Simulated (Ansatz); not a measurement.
Working through a test of scalar relativity of CH2S, SMILES C=S

Computed with Ansatz's Python interface.

Notebook, run cell by cell (the value of a cell's last expression is shown):

In [1]:
```python
import ansatz as az
from ase import Atoms
import numpy as np
```

In [2]:
```python
XC = "b3lyp"
```

In [3]:
```python
atoms = Atoms(["C", "S", "H", "H"], positions=[
    [-0.0674, -0.0882, -0.0338],
    [1.3628, 0.4619, 0.5313],
    [-1.0201, -0.1907, 0.5985],
    [-0.2198, -0.2433, -1.1163],
])
mol = az.Crystal.molecule_from_ase(atoms)
```

In [4]:
```python
job = mol.calculation().functional(XC).forces()
# a set contracted for a scalar-relativistic Hamiltonian goes with the relativistic run
sets = {"none": "cc-pVTZ", "scalar": "cc-pVTZ-DK"}
found = {kind: job.basis(gaussian=basis).pseudopotentials(relativity=kind).run(threads=1).report for kind, basis in sets.items()}
for kind, each in found.items():
    dipole = 4.803205 * np.linalg.norm(each["charge_distribution"]["dipole_moment_e_ang"])
    print(f"{kind:7s} E = {each['free_energy_ev']:.4f} eV  dipole {dipole:.3f} D  largest force component {np.abs(each['forces_ev_ang']).max():.4f} eV/A")
print(f"relativity lowers the total energy by {found['none']['free_energy_ev'] - found['scalar']['free_energy_ev']:.3f} eV")
```
```text
none    E = -11905.2643 eV  dipole 1.727 D  largest force component 1.5387 eV/A
scalar  E = -11935.3343 eV  dipole 1.710 D  largest force component 1.5399 eV/A
relativity lowers the total energy by 30.070 eV
```

The total moves by -30.1 eV, nearly all in the cores, and the dipole from 1.73 to 1.71 D.

What to keep in mind:
- These settings explore the input space; basis and method may be short of convergence.
- The geometry is a force-field or estimated start, not a minimum of this method. The basis set changes with the Hamiltonian (a set recontracted for scalar relativity), and most of the change in the total lies in the cores.
- b3lyp holds the VWN-RPA fit, as in Gaussian; the form of ORCA and Turbomole is b3lyp5.
- The whole script took 2.5 s on 1 thread of Intel(R) Xeon(R) Platinum 8375C CPU @ 2.90GHz (Ice Lake) (shared host), peak memory 0.21 GiB.
